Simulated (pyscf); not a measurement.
`[NH][Al]([NH2])[NH2]` [doublet] + `[H][H]` → `[NH2][Al]([NH2])[NH2]` + `[H]` [doublet] (hydrogen abstraction; doublet surface; H–H broken, H–N formed). Optimised with ωB97X-D3(BJ)/def2-SVP in PySCF. Energies in eV from the separated reactants.

| level | barrier | reaction energy |
|---|---|---|
| ωB97X-D3(BJ)/def2-TZVP | 0.25 | -0.49 |
| B3LYP-D3(BJ)/def2-TZVP | 0.16 | -0.33 |
| PBE0-D3(BJ)/def2-TZVP | 0.12 | -0.54 |
| M06-2X/def2-TZVP | 0.32 | -0.53 |
| ωB97M-D3(BJ)/def2-TZVP | 0.25 | -0.50 |
| HF/def2-TZVP | 0.89 | -0.26 |

The functionals in the table span 0.20 eV in this barrier, from PBE0-D3(BJ) to M06-2X. This is the saddle that the search found; another between the same sides may lie lower. The angle at the transferred H is 154°.
